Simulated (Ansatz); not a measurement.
BClHS, SMILES S[B]Cl, a relaxed scan of one distance

Program: Ansatz 0.2.0, Python API.

Input file `bclhs.xyz`:
```text
4

S     0.70760   -1.07330    0.37690
B    -0.42370   -0.02370   -0.80200
Cl   -1.84950    0.97910   -0.14550
H     1.62110    0.05760    0.55030
```

The cells in order, each with its output:

```python
import ansatz
import numpy as np

mol = ansatz.Crystal.molecule_from_extxyz("bclhs.xyz")
```

```python
calc = (
    mol.calculation()
    .basis(gaussian="def2-SVP")
    .functional("pbe0")
    .spin("collinear", total=1)
)
symbols = [site.symbol for site in mol.cartesian_sites]
pairs = [(0, 1), (0, 3), (1, 2)]
print("held (A)   E (eV)        ", "  ".join(f"{symbols[i]}{i}-{symbols[j]}{j}" for i, j in pairs))
for length in [1.79, 1.94, 2.1, 2.33, 2.62]:
    report = calc.relax(constraints=[ansatz.DistanceConstraint((0, 1), at=length)], force_tolerance=0.02, max_steps=60).run(threads=1).report
    xyz = np.array(report["positions_ang"])
    print(f"{length:6.2f} {report['free_energy_ev']:14.5f}  ", "  ".join(f"{np.linalg.norm(xyz[i] - xyz[j]):.3f}" for i, j in pairs))
```

    held (A)   E (eV)         S0-B1  S0-H3  B1-Cl2
    DeckWarning: relax.constraints: the input's atoms, or those drawn, lie off the distances that are held; a relaxation that starts there is brought onto them ahead of its first SCF, by positions alone, [...]
      1.79   -24033.80581   1.790  1.351  1.730
      1.94   -24033.57316   1.940  1.351  1.722
      2.10   -24033.09698   2.100  1.351  1.714
      2.33   -24032.31268   2.330  1.351  1.705
      2.62   -24031.45837   2.620  1.351  1.698

Reading the output:
- Total energies depend on the basis set; only differences at equal settings carry meaning.
- Warnings are shown shortened and without file and line.
- The energies are electronic: no zero-point or thermal terms, and the basis set is short of its limit.
- The run takes the species as open-shell (spin multiplicity 2), which needn't be its ground state.
- The whole script took 2.2 min on 1 thread of Intel(R) Xeon(R) Platinum 8259CL CPU @ 2.50GHz (Skylake/Cascade Lake) (shared host), peak memory 0.22 GiB.
